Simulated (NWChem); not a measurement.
# BNH6 (SMILES [BH3-][NH3+]) at 6 levels

We compute a comparison of 6 runs (BLYP/def2-TZVP, PBE/def2-TZVP, PBE0/def2-TZVP, TPSS/def2-TZVP, revPBE/def2-TZVP, CCSD(T)/def2-TZVP) of BNH6. 

The calculation is run with NWChem 7.3.0.

**1. The system as given**

BNH6 has 8 atoms, charge 0, and is taken as a singlet. As SMILES, `[BH3-][NH3+]`. Geometry: relaxed at PBE0-D4/def2-TZVP.

Bond lengths: B1–N2 1.639 Å, B1–H3 1.212 Å, B1–H4 1.212 Å, B1–H5 1.212 Å, N2–H6 1.015 Å, N2–H7 1.015 Å, N2–H8 1.015 Å. Some angles: B1–N2–H6 110.9°, B1–N2–H7 110.9°, B1–N2–H8 110.9°, N2–B1–H3 105.3°, N2–B1–H4 105.3°, N2–B1–H5 105.3°, H6–N2–H7 108.0°, H6–N2–H8 108.0°, H7–N2–H8 108.0°, H3–B1–H4 113.3°.

**2. Energy and gradient at BLYP/def2-TZVP (run 1)**

run.py

```python
from ase import Atoms
from ase.calculators.nwchem import NWChem

atoms = Atoms(['B', 'N', 'H', 'H', 'H', 'H', 'H', 'H'], positions=[
    [-0.191300, 0.250800, -0.775400],
    [0.206500, -0.255100, 0.731700],
    [-0.078200, -0.728400, -1.481000],
    [-1.332600, 0.649700, -0.687200],
    [0.604400, 1.126600, -1.038400],
    [0.140800, 0.507000, 1.398700],
    [1.156600, -0.611300, 0.755300],
    [-0.414000, -0.996500, 1.040500],
])

calc = NWChem(
    label='bh6n',
    theory='dft',
    memory='2200 mb',
    basis='def2-TZVP',
    basispar='spherical bse',
    dft={'xc': 'becke88 lyp', 'mult': '1', 'grid': 'fine', 'convergence': 'energy 1e-08', 'iterations': '100', 'mulliken': None},
)
atoms.calc = calc

forces = atoms.get_forces()
print("Total energy (eV):", round(atoms.get_potential_energy(), 6))
print("forces (eV/A):")
for s, f in zip(atoms.symbols, forces):
    print(f"{s:2s} {f[0]:10.5f} {f[1]:10.5f} {f[2]:10.5f}")
print("dipole (e A):", atoms.get_dipole_moment().round(4))
```

Command:

```bash
$ export ASE_NWCHEM_COMMAND="nwchem PREFIX.nwi > PREFIX.nwo"
$ python run.py
```

Standard output:

```text
Total energy (eV): -2263.837157
forces (eV/A):
B    -0.09163    0.11457   -0.34391
N    -0.01795    0.02386   -0.07626
H     0.00098   -0.02741   -0.03178
H    -0.03846    0.01604   -0.00704
H     0.02324    0.03157   -0.01851
H    -0.01538    0.26971    0.28303
H     0.35887   -0.14290    0.04438
H    -0.21962   -0.28550    0.15015
dipole (e A): [ 0.2734 -0.3476  1.0355]
```

The calculator wrote bh6n.nwi:

```
title "bh6n"

permanent_dir bh6n

scratch_dir bh6n

start bh6n

geometry units angstrom nocenter noautosym noautoz
  B  -1.9130000000000000e-01 2.5080000000000002e-01 -7.7539999999999998e-01
  N  2.0649999999999999e-01 -2.5509999999999999e-01 7.3170000000000002e-01
  H  -7.8200000000000006e-02 -7.2840000000000005e-01 -1.4810000000000001e+00
  H  -1.3326000000000000e+00 6.4970000000000006e-01 -6.8720000000000003e-01
  H  6.0440000000000005e-01 1.1266000000000000e+00 -1.0384000000000000e+00
  H  1.4080000000000001e-01 5.0700000000000001e-01 1.3987000000000001e+00
  H  1.1566000000000001e+00 -6.1129999999999995e-01 7.5529999999999997e-01
  H  -4.1399999999999998e-01 -9.9650000000000005e-01 1.0405000000000000e+00
end

memory 2200 mb

basis spherical bse noprint
   * library def2-TZVP
end

dft
  xc becke88 lyp
  mult 1
  grid fine
  convergence energy 1e-08
  iterations 100
  mulliken
end

task dft gradient
```

bh6n.nwo:

```text
Northwest Computational Chemistry Package (NWChem) 7.3.0
             --------------------------------------------------------

           Job information
           ---------------

    nwchem branch   = 7.3.0
    use scalapack   = T
    input           = bh6n.nwi
    prefix          = bh6n.
    data base       = bh6n/bh6n.db
    status          = startup
    nproc           =        1

           Memory information
           ------------------

    heap     =     72089600 doubles =      550.0 Mbytes
    stack    =     72089597 doubles =      550.0 Mbytes
    global   =    144179200 doubles =     1100.0 Mbytes (distinct from heap & stack)
    total    =    288358397 doubles =     2200.0 Mbytes
    verify   = yes
    hardfail = no

[... 107 lines left out ...]
  convergence criterion.
[... 36 lines left out ...]
          Spatial weights used:  Erf1
[... 72 lines left out ...]
         Total DFT energy =      -83.194481698703
[... 3 lines left out ...]
 Nuclear repulsion energy =       40.754565734962
[... 758 lines left out ...]
          Convergence on gradient requested:  5.00D-04
[... 23 lines left out ...]
          total energy or number of iterations.
[... 26 lines left out ...]
                         DFT ENERGY GRADIENTS

    atom               coordinates                        gradient
                 x          y          z           x          y          z
   1 B      -0.361505   0.473943  -1.465294    0.001782  -0.002228   0.006688
   2 N       0.390228  -0.482069   1.382713    0.000349  -0.000464   0.001483
   3 H      -0.147777  -1.376476  -2.798684   -0.000019   0.000533   0.000618
[... 4 lines of this table left out ...]
   8 H      -0.782347  -1.883112   1.966260    0.004271   0.005552  -0.002920

                 ----------------------------------------
                 |  Time  |  1-e(secs)   |  2-e(secs)   |
                 ----------------------------------------
                 |  CPU   |       0.01   |       4.51   |
                 ----------------------------------------
                 |  WALL  |       0.01   |       4.51   |
                 ----------------------------------------

 Task  times  cpu:       21.1s     wall:       21.1s
 Total times  cpu:       21.1s     wall:       21.1s
```

Run time: 23 s. Hardware: 1 thread of AMD EPYC 7R13 (Zen 3), shared host; peak memory 0.13 GiB.

**3. Energy and forces at PBE/def2-TZVP (run 2)**

bh6n.nw

```
start bh6n
title "BH6N PBE"
memory stack 880 mb heap 220 mb global 1100 mb
geometry noautosym nocenter noautoz
   B    -0.191300    0.250800   -0.775400
   N     0.206500   -0.255100    0.731700
   H    -0.078200   -0.728400   -1.481000
   H    -1.332600    0.649700   -0.687200
   H     0.604400    1.126600   -1.038400
   H     0.140800    0.507000    1.398700
   H     1.156600   -0.611300    0.755300
   H    -0.414000   -0.996500    1.040500
end
basis spherical bse
   * library def2-TZVP
end
dft
   xc xpbe96 cpbe96
   mult 1
   grid fine
   convergence energy 1e-08
   maxiter 100
   mulliken
   noprint "final vectors analysis"
end
task dft gradient
```

Command:

```bash
$ nwchem bh6n.nw > bh6n.out
```

Standard output:

```text
[...]
          Wavefunction type:  closed shell.
          No. of atoms     :     8
          No. of electrons :    18
[...]
          Charge           :     0
          Spin multiplicity:     1
[...]
          AO basis - number of functions:    98
[...]
              XC Information
              --------------
          PerdewBurkeErnzerhof Exchange Functional  1.000
            Perdew 1991 LDA Correlation Functional  1.000 local
           PerdewBurkeErnz. Correlation Functional  1.000 non-local
[...]
 d= 0,ls=0.0,diis     1    -83.0809216541 -1.24D+02  5.68D-03  3.69D-01     2.4
[...]
 d= 0,ls=0.0,diis     8    -83.1173502970 -1.13D-09  6.23D-07  7.48D-09    15.6
         Total DFT energy =      -83.117350296951
      One electron energy =     -191.156287229107
           Coulomb energy =       80.364274801862
    Exchange-Corr. energy =      -13.079903604668
 Nuclear repulsion energy =       40.754565734962
[...]
      Total Density - Mulliken Population Analysis
     ---------------------------------------------
    Atom       Charge   Shell Charges
 -----------   ------   -------------------------------------------------------
    1 B    5     5.33   0.91  1.06  0.49  0.49  0.12  1.09  0.83  0.28  0.03  0.01  0.01
    2 N    7     7.41   0.82  1.15  0.56  0.80  0.12  1.59  1.64  0.69  0.01  0.03  0.00
    3 H    1     1.03   0.26  0.52  0.24  0.01
    4 H    1     1.03   0.26  0.52  0.24  0.01
    5 H    1     1.03   0.26  0.52  0.24  0.01
    6 H    1     0.72   0.27  0.37  0.05  0.03
    7 H    1     0.72   0.27  0.37  0.05  0.03
    8 H    1     0.72   0.27  0.37  0.05  0.03
[...]
  wavefunction    = closed shell
                         DFT ENERGY GRADIENTS
    atom               coordinates                        gradient
                 x          y          z           x          y          z
   1 B      -0.361505   0.473943  -1.465294    0.000253  -0.000282   0.000896
   2 N       0.390228  -0.482069   1.382713    0.001287  -0.001658   0.005041
   3 H      -0.147777  -1.376476  -2.798684   -0.000168   0.001783   0.001493
   4 H      -2.518249   1.227755  -1.298620    0.002192  -0.000812   0.000003
   5 H       1.142150   2.128965  -1.962291   -0.001468  -0.001719   0.000673
   6 H       0.266073   0.958091   2.643160    0.000402  -0.005370  -0.005107
   7 H       2.185657  -1.155189   1.427310   -0.006866   0.002644  -0.000472
   8 H      -0.782347  -1.883112   1.966260    0.004368   0.005414  -0.002526
[...]
```

Wall time 23 s (1 thread of AMD EPYC 7R13 (Zen 3), shared host); peak memory 0.13 GiB.

Runs 3 to 5 aren't shown in full; the table further down has their settings and results.

**4. A single-point energy at CCSD(T)/def2-TZVP (run 6)**

bh6n.nw

```
start bh6n
title "BH6N"
memory stack 880 mb heap 220 mb global 1100 mb
charge 0

geometry units angstroms noautosym nocenter noautoz
  B     -0.191300     0.250800    -0.775400
  N      0.206500    -0.255100     0.731700
  H     -0.078200    -0.728400    -1.481000
  H     -1.332600     0.649700    -0.687200
  H      0.604400     1.126600    -1.038400
  H      0.140800     0.507000     1.398700
  H      1.156600    -0.611300     0.755300
  H     -0.414000    -0.996500     1.040500
end

basis "ao basis" spherical bse
  * library def2-TZVP
end

scf
  thresh 1e-08
  maxiter 80
  print low
end

ccsd
  freeze core 2
  maxiter 60
end

task ccsd(t) energy
```

Command:

```bash
$ nwchem bh6n.nw > bh6n.out
```

Standard output:

```text
[...]
  functions       =    98
[...]
  wavefunction    = RHF
[...]
         Total SCF energy =    -82.652059706144
      One-electron energy =   -190.977935340948
      Two-electron energy =     67.571309899842
 Nuclear repulsion energy =     40.754565734962
        Time for solution =     11.6s
[...]
 Total MP2 energy:            -83.002777056522632
[...]
             energy      energy      error      ampl     ampl      Block
                                                time     time      time
[...]
 Total CCSD energy:            -83.035990733640617
[...]
 Total CCSD+T(CCSD) energy:            -83.047825959215970
[...]
 Total CCSD(T) energy:                 -83.047513226538200
[...]
```

It took 1.9 min on 1 thread of AMD EPYC 7R13 (Zen 3), shared host; peak memory 0.23 GiB.

**5. The series**

```tsv
run	level	task	integration grid	energy (Eh)	dipole moment (D)	HOMO energy (eV)	LUMO energy (eV)	wall time
1	BLYP/def2-TZVP	gradient	fine	-83.194482	5.41	-6.36	-0.92	23 s
2	PBE/def2-TZVP	gradient	fine	-83.117350	5.42	–	–	23 s
3	PBE0/def2-TZVP	gradient	fine	-83.135446	5.45	-7.78	-0.01	18 s
4	TPSS/def2-TZVP	gradient	fine	-83.265990	5.41	-6.63	-0.59	25 s
5	revPBE/def2-TZVP	gradient	fine	-83.216069	5.41	-6.38	-0.82	21 s
6	CCSD(T)/def2-TZVP	energy	–	-83.047513	–	–	–	1.9 min
```

**6. Results**

| quantity | value |
| --- | --- |
| run 6: total energy | -83.04751 Eh |
| run 6: correlation energy (2 core orbitals frozen) | -395.5 mEh |
| run 6: (T) correction | -11.52 mEh |

What this shows: Over runs 1, 2, 3, 4, 5 the dipole moment (its size) runs from 5.41 D (TPSS/def2-TZVP) to 5.45 D (PBE0/def2-TZVP). Over runs 1, 3, 4, 5 the HOMO–LUMO gap runs from 5.43 eV (BLYP/def2-TZVP) to 7.77 eV (PBE0/def2-TZVP). Totals of different functionals can't be ranked against each other. All runs together took 3.7 min, the longest 1.9 min.
